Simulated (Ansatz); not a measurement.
**Sn (model structure, started from the hcp type, P6₃/mmc, No. 194, 2 atoms in the cell): properties by level of theory**

| level (code) | equilibrium lattice constant a (Å) | c axis length (Å) |
|---|---|---|
| PBE (Ansatz) | 3.381 | [?] |
| PBEsol (Ansatz) | 3.322 | [?] |
| PBE-D3(BJ) (Ansatz) | [?] | [?] |
| r²SCAN (Ansatz) | 3.344 | [?] |

### Question
Fill in the missing entries.

### Answer

- PBE (Ansatz, a program for electronic structure), c axis length (Å): 5.606
- PBEsol (Ansatz), c axis length (Å): 5.491
- PBE-D3(BJ) (Ansatz), equilibrium lattice constant a (Å): 3.332
- PBE-D3(BJ) (Ansatz), c axis length (Å): 5.511
- r²SCAN (Ansatz), c axis length (Å): 5.576

Ansatz's density-functional and Hartree–Fock values are scalar-relativistic unless marked +SOC, with PAW data made under PBE.

The computed numbers hold no vibrational or temperature effects.

A model structure was made by putting elements into a prototype or built by hand; it is no filed structure, need not be a known phase, and can be a saddle point held by its symmetry.
